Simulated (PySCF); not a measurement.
C4H5O2 (doublet state).
Cartesian coordinates in Å at the GFN2-xTB level; atoms count from 1:
```
atom  x, y, z in Å
O1     2.304    0.137    0.710
C2     1.161    0.207    0.282
C3     0.557    1.242   -0.472
O4    -0.717    1.025   -0.790
C5    -1.136   -0.239   -0.262
C6     0.059   -0.846    0.466
H7     0.993    2.163   -0.811
H8    -1.988   -0.047    0.397
H9    -1.480   -0.844   -1.107
H10   -0.127   -1.002    1.527
H11    0.380   -1.794    0.035
```

Identity: `O=C1[CH]OCC1` [radical].

Level of theory: UKS B3LYP, pcH-1 on C H O, non-relativistic, mean-field spin-orbit, GIAO in PySCF 2.14.0. Geometry: GFN2-xTB; no solvent, vibrations or thermal averaging. A GFN2-xTB geometry isn't a minimum of the functional, and hyperfine couplings can be far from their values at a DFT geometry. No stability test was run, so a lower SCF solution isn't excluded.

Principal values of hyperfine tensors in MHz (contact and dipolar terms together), for some of the nuclei:

| atom | isotope | A1 | A2 | A3 | alike by the symmetry of this geometry |
| --- | --- | --- | --- | --- | --- |
| C3 | 13C | -7.13 | -6.30 | 141.19 | none |
| H7 | 1H | -64.32 | -44.03 | -16.64 | none |
| C2 | 13C | -33.06 | -31.02 | -26.11 | none |
| O4 | 17O | -110.07 | 13.06 | 15.00 | none |
| O1 | 17O | -109.65 | 24.48 | 25.05 | none |
| H11 | 1H | 11.94 | 13.10 | 17.94 | H10 |
| C6 | 13C | -6.85 | -6.78 | -4.73 | none |
| C5 | 13C | -6.50 | -6.26 | -3.72 | none |

(1) Give the isotropic coupling of each nucleus in MHz and in mT (g = 2.0052), and the anisotropic part.

(2) What spin density at the nucleus of O1 lies behind its contact coupling (g_N = -0.75752)?

(3) H8 (1H, g_N = 5.58569) isn't in the table. Its spin density at the nucleus is 0.003234 bohr⁻³. What is its contact coupling?

(4) Name the largest traceless tensor T of the table and describe it.

(5) What first-order splitting does H7 cause when the field lies along A1, A2 or A3 of its tensor (g taken as isotropic, no quadrupole term)?

Results:

(1) a_iso = (A1 + A2 + A3)/3, Ti = Ai − a_iso; 1 mT corresponds to 28.065 MHz.

| atom | a_iso (MHz) | a_iso (mT) | T1 | T2 | T3 |
| --- | --- | --- | --- | --- | --- |
| C3 | 42.59 | 1.517 | -49.72 | -48.89 | 98.60 |
| H7 | -41.66 | -1.485 | -22.66 | -2.37 | 25.03 |
| C2 | -30.07 | -1.071 | -2.99 | -0.96 | 3.95 |
| O4 | -27.33 | -0.974 | -82.74 | 40.40 | 42.34 |
| O1 | -20.04 | -0.714 | -89.61 | 44.52 | 45.09 |
| H11 | 14.33 | 0.510 | -2.39 | -1.23 | 3.62 |
| C6 | -6.12 | -0.218 | -0.73 | -0.66 | 1.39 |
| C5 | -5.49 | -0.196 | -1.00 | -0.77 | 1.78 |

(2) a_FC = 800.24 MHz bohr³ × g_N × ρ(0)/(2S). With a_FC = -20.04 MHz and 2S = 1, ρ(0) = 0.03306 bohr⁻³. The nuclear moment is negative, so coupling and spin density have opposite signs.

(3) By the same relation, a_FC = 14.46 MHz. Its full tensor has the principal values 11.25, 12.04, 20.08 MHz.

(4) C3: -49.7, -48.9, 98.6 MHz, axial, in the ratio −1:−1:+2, the form that spin in one p orbital centred on that nucleus gives.

(5) 2 lines (I = 1/2), spaced by |A_i|/(g × 13.996): 2.29, 1.57, 0.59 mT along the axes of A1, A2 and A3.

The run took 25 s of wall time on one thread of an x86-64 server, no GPU (shared host).
